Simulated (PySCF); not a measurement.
## Where the electron goes

Hydroxylamine, H₃NO.
SMILES with atom numbers: `[NH2:1][OH:2]` (hydrogens: H3, H4 on N1; H5 on O2)

Structure used (PBE0-D3(BJ)/def2-TZVP), in Å, numbered top down from 1:
```
atom  x, y, z in Å
N1    -0.4849    0.1334   -0.2302
O2     0.8928   -0.2040   -0.3272
H3    -0.5884    0.5170    0.7049
H4    -0.9676   -0.7604   -0.2218
H5     1.1765    0.2788   -1.1073
```

Method: PySCF, TDDFT CAM-B3LYP/aug-cc-pVTZ, vertical, gas phase, core orbitals frozen in the response. The structure is a single PBE0-D3(BJ)/def2-TZVP conformer in the gas phase; no vibrational or solvent corrections.

Kohn–Sham orbitals with the atoms that hold most of them (Löwdin shares over 4%, at most four atoms; ? is withheld):

| orbital | ε (eV) | atoms |
| --- | --- | --- |
| LUMO+2 | 0.95 | H3 36%, H4 36%, N1 21%, O2 6% |
| LUMO+1 | 0.60 | H5 52%, N1 17%, H4 11%, H3 11% |
| LUMO | ? | ? |
| HOMO | -9.11 | N1 59%, O2 24%, H4 8%, H3 8% |
| HOMO-1 | -10.11 | ? |
| HOMO-2 | -14.10 | O2 56%, N1 27%, H5 9% |
| HOMO-3 | -15.68 | O2 51%, N1 26%, H5 11%, H3 6% |

(1) Give the leading atoms of the LUMO.

(2) Give the leading atoms of the HOMO-1.

(3) What is the LUMO energy, and the HOMO–LUMO gap?

Results:

(1) H3 (bonded to N) 34%; H4 (bonded to N) 34%; H5 (bonded to O) 27%.

(2) O2 (bonded to N and H) 69%; N1 (bonded to O and 2 H) 16%; H5 (bonded to O) 8%.

(3) ε(LUMO) = 0.23 eV; the gap is 9.34 eV (0.3431 hartree).

Problem. How does S1 compare with the orbital gap of 9.34 eV?

Solution. S1 is at 6.19 eV (f = 0.017), 3.14 eV below the gap, made of HOMO→LUMO (90%), HOMO→LUMO+5 (9%). 

Problem. Give energy, strength and leading configuration of S1 and S2, and follow the Löwdin shares of the leading atoms from the occupied to the empty orbital.

Solution. 
- S1 (6.19 eV, f 0.017), HOMO→LUMO (90%): N1 59% → at most 4%, O2 24% → at most 4%, H3 8% → 34%, H4 8% → 34%
- S2 (6.68 eV, f 0.017), HOMO→LUMO+1 (80%): N1 59% → 17%, O2 24% → at most 11%, H5 at most 3% → 52%

Time: 8.5 s; peak memory 0.50 GiB. Hardware: Arm Neoverse N1, one thread (shared host).
